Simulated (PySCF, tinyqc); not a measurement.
Inside a calculation. Method: RHF in the sto-6g basis, for BH, spin multiplicity 1. The lowest restricted solution is unstable here: a spin-polarised one lies 0.0148 hartree lower (PySCF). Computed by tinyqc, a small Python program that keeps every step (integrals from PySCF). Settings: charge = 0, multiplicity = 1, basis = sto-6g, energy threshold = 1e-10, iteration cap = 73, orthogonalisation = canonical, start = atomic densities, DIIS depth = 6, damping = 0.3, method = RHF. Command: `OMP_NUM_THREADS=1 python tinyqc.py 23924 23925 out.jsonl` (the two numbers bound the seeds that draw the settings). One thread of a shared host (Intel(R) Xeon(R) Processor @ 2.60GHz), about 0.1 s of CPU time with the checks.

Geometry (angstrom):
```
atom        x        y        z
B     0.00000  0.00000  0.00000
H     0.00000  0.00000  1.11300
```

Stop when the energy changes by less than 1e-10 hartree and every element of the error matrix X^T (F D S - S D F) X is below 3e-06.

Course of the cycle:
```
iteration  E (hartree)     change  largest element of the error matrix
1          -25.0446123          -                             5.80e-01
2          -24.9684461   7.62e-02                             1.79e-01
3          -24.9838936  -1.54e-02                             5.45e-02
4          -24.9924309  -8.54e-03                             1.63e-02
5          -24.9954060  -2.98e-03                             4.89e-03
6          -24.9963380  -9.32e-04                             1.47e-03
7          -24.9966211  -2.83e-04                             4.41e-04
8          -24.9967064  -8.53e-05                             1.32e-04
9          -24.9967320  -2.56e-05                             3.97e-05
10         -24.9967397  -7.69e-06                             1.19e-05
11         -24.9967420  -2.31e-06                             3.57e-06
12         -24.9967427  -6.92e-07                             1.07e-06
13         -24.9967429  -2.08e-07                             3.21e-07
14         -24.9967430  -6.23e-08                             9.64e-08
15         -24.9967430  -1.87e-08                             2.89e-08
16         -24.9967430  -5.60e-09                             8.67e-09
17         -24.9967430  -1.68e-09                             2.60e-09
18         -24.9967430  -5.04e-10                             7.81e-10
19         -24.9967430  -1.51e-10                             2.34e-10
20         -24.9967430  -4.54e-11                             7.02e-11
```

Can the last value be used, and what does the course show?

Yes. Converged in 20 iterations. PySCF RHF in the same basis = -24.9967430 hartree.
